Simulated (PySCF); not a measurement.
Below is a simulated gas-phase P 2p photoelectron spectrum of `PP` (P2H4).

Every computed line was given a Gaussian of 0.4 eV full width at half maximum and an area set by the number of equivalent atoms (split 2:1 within a doublet); the highest printed point is 100. Computed, not measured: delta-SCF UKS SCAN, pcX-2 on the ionised atom, pcseg-1 elsewhere, spin-free X2C in PySCF 2.14.0.

binding energy (eV), intensity and a bar:
```
    136.2          1 
    136.3          5 #
    136.4         18 #####
    136.5         45 #############
    136.6         80 ########################
    136.7        100 ##############################
    136.8         89 ###########################
    136.9         56 #################
    137.0         25 #######
    137.1          8 ##
    137.2          5 #
    137.3         10 ###
    137.4         24 #######
    137.5         41 ############
    137.6         50 ###############
    137.7         43 #############
    137.8         26 ########
    137.9         11 ###
    138.0          3 #
    138.1          1 
    138.2          0
```

Task: How many maxima does the curve show, and how many computed lines lie under it?

Result: The curve has 2 maxima (at 136.7 and 137.6 eV). Under it lie 2 lines from 1 inequivalent phosphorus site, drawn as a 2p3/2, 2p1/2 pair.

Task: Decompose the envelope and assign each component. Numbering: `[PH2:1][PH2:2]`.

Result: 
| position (eV) | relative area | line | atoms | environment |
| --- | --- | --- | --- | --- |
| 136.72 | 1.33 | P 2p3/2 | P1/P2 | three-coordinate phosphorus |
| 137.61 | 0.67 | P 2p1/2 | P1/P2 | three-coordinate phosphorus |

Task: What are the centre and the root-mean-square width of the whole band?

Result: The area-weighted mean of the lines is 137.01 eV. Their own spread about it is 0.42 eV (rms) and each Gaussian has σ = 0.4/2.355 = 0.17 eV; the variances add, which gives 0.45 eV.

Shake-up satellites, vibrational structure and lifetime widths aren't simulated. Atoms equivalent by their bonding share one computed value, that of the first of them. The 2p values aren't plain energy differences: one relaxed spin-free 2p hole is combined with a matrix within the shell (ground-state 2p orbital-energy differences and spin–orbit coupling). 2p3/2, the mean of its two sublevels, lies a third of the splitting below the shell's mean and 2p1/2 two thirds above it; the statistical areas are 2:1. 2p1/2 minus 2p3/2 (ligand field included): P 0.89 eV. The structure is a single PBE0-D3(BJ)/def2-SVP conformer in the gas phase; no vibrational or solvent corrections.

The values belong to the conformer `[PH2:1][PH2:2]`: H–P1–P2–H 91°, H–P1–P2–H -177°.
